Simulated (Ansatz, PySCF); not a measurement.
Species: tetrafluoromethane, CF4, net charge 0, singlet state. SMILES: C(F)(F)(F)F
Geometry: optimised at B3LYP-D3(BJ)/def2-TZVP (Ansatz, an electronic-structure program).

Property: atomisation energy (electronic, to ground-state atoms), in eV. Correlated levels leave the core frozen unless marked. UHF or UKS for open shells. Spin-orbit coupling is left out. No relativistic terms. The coupled-cluster limit lacks core correlation, which all-electron functionals hold. Basis-set limits of correlation are two-point, X^-3; Hartree-Fock from the larger set. [CCSD(T)-MP2]/basis is that difference in the basis named.

| level | program | atomisation energy (eV) | minus last row |
|---|---|---|---|
| HF/cc-pVDZ | Ansatz | 12.95 | -7.81 |
| HF/aug-cc-pVQZ | Ansatz | 13.61 | -7.15 |
| HF/cc-pVQZ | Ansatz | 13.60 | -7.16 |
| HF-D3(BJ)/def2-TZVPD | PySCF + dftd3 | 14.05 | -6.71 |
| BLYP/def2-TZVPD | Ansatz | 20.63 | -0.13 |
| BHLYP-D3(BJ)/def2-TZVPD | Ansatz + dftd3 | 18.99 | -1.77 |
| CAM-B3LYP-D4/def2-TZVPD | Ansatz + dftd4 | 20.80 | 0.04 |
| LC-wPBE/def2-TZVPD | Ansatz | 20.99 | 0.23 |
| B2GP-PLYP/def2-TZVPD | Ansatz | 20.36 | -0.40 |
| MP2/aug-cc-pVTZ | Ansatz | 21.54 | 0.78 |
| SCS-MP2/6-31G* | Ansatz | 20.09 | -0.67 |
| CCSD/cc-pVTZ | Ansatz | 19.57 | -1.19 |
| CCSD(T)/STO-3G | Ansatz | 14.92 | -5.84 |
| CCSD(T)/6-31G | Ansatz | 15.38 | -5.38 |
| RI-MP2/CBS(aug-cc-pVTZ,aug-cc-pVQZ)+[CCSD(T)-MP2]/aug-cc-pVTZ | Ansatz | 20.76 | 0.00 |
